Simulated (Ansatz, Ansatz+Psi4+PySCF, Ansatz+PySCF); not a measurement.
```xyz
3

C     0.4586    0.0218    0.0570
C    -0.7109   -0.0338   -0.0883
H     1.5139    0.0720    0.1881
```

Basis set: cc-pVTZ (spherical functions). Correlated methods keep 2 orbitals frozen. Correlation on ROHF uses semicanonical orbitals with singles. Charge 0, multiplicity 2.

Computed with Ansatz (development build ahead of 0.2.0); each method stands on the lowest determinant of its kind that the runs found.

The atomization energy at this shape (free ground-state atoms in the same class of orbitals less the molecule, no zero-point energy) of doublet C2H:

| method | atomization energy |
| --- | --- |
| ROHF-CCSD(T) | 11.02 eV |
| UHF-CCSD(T) | 11.00 eV |
| UHF-MP2 | 11.01 eV |

(1) What does ROHF-MP2 give?

Answers

(1) 11.40 eV. Caution for UHF-CCSD(T), UHF-MP2: large amplitudes, a single reference is doubtful; the unrestricted determinant is spin contaminated.
